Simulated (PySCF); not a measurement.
Molecule: 5-methyl-1,3-cyclopentadiene, C6H8.

Structure with atom numbers: `[CH3:1][CH:2]1[CH:3]=[CH:4][CH:5]=[CH:6]1` (H(Xn): hydrogen on atom n).

Geometry PBE0-D3(BJ)/def2-SVP throughout; GIAO in PySCF, gas phase, one conformer, non-relativistic; equivalent atoms averaged; basis pcSseg-1.

(1) How do the shifts δ (against TMS at the same level) depend on the functional? (ppm; last column core-seconds on 1 thread of an Arm Neoverse V1, shared host; the GGAs took longer than the global hybrids here, which isn't the general rule, and the cause wasn't traced)

(2) Which nucleus moves most, in ppm?

Answers

(1) 
```csv
functional,kind,C3/C6,C4/C5,C2,C1,H(C3)/H(C6),H(C4)/H(C5),H(C2),H(C1),core-s
HF,Hartree–Fock,150.0,138.9,43.3,15.5,6.63,6.51,2.61,1.11,4.9
LDA,LDA,154.0,143.2,56.5,13.6,6.61,6.65,3.30,1.13,15
PBE,GGA,147.0,137.0,53.9,15.4,6.52,6.55,3.17,1.14,18
BLYP,GGA,147.7,137.3,54.6,16.1,6.41,6.44,3.12,1.15,19
BP86,GGA,146.9,137.1,54.0,15.6,6.51,6.55,3.15,1.16,19
OPBE,GGA,140.2,131.5,50.9,15.6,6.56,6.61,3.14,1.14,18
KT2,GGA,137.5,128.7,51.3,15.4,6.38,6.45,3.17,1.15,19
KT3,GGA,135.5,126.9,50.3,16.1,6.35,6.40,3.11,1.14,18
B97-D,GGA,142.1,132.6,52.3,16.2,6.42,6.45,3.12,1.17,18
B3LYP,global hybrid,149.8,139.2,52.6,15.8,6.48,6.48,3.01,1.14,11
PBE0,global hybrid,149.2,139.0,51.4,15.2,6.59,6.59,3.02,1.13,11
mPW1PW91,global hybrid,149.2,139.1,51.3,15.4,6.57,6.57,2.99,1.13,11
WP04,global hybrid,147.5,138.7,52.5,17.4,6.24,6.25,2.84,1.12,12
B97-2,global hybrid,145.6,135.8,50.6,15.7,6.52,6.53,3.00,1.14,11
BHandHLYP,global hybrid,151.3,140.4,49.3,15.5,6.54,6.50,2.85,1.12,11
CAM-B3LYP,range-separated hybrid,152.9,141.8,51.3,15.0,6.56,6.52,2.92,1.11,15
wB97X-D,range-separated hybrid,150.3,139.9,50.5,15.4,6.60,6.57,2.91,1.12,14
LC-wPBE,range-separated hybrid,154.5,143.7,49.3,14.4,6.70,6.63,2.84,1.09,21
```

(2) C3/C6 (alkene CH): from 135.5 ppm with KT3 to 154.5 ppm with LC-wPBE. The smallest spread is 0.09 ppm, at H(C1). Proton shifts span only some 12 ppm, so a few tenths of a ppm matter as much there as several ppm in carbon.
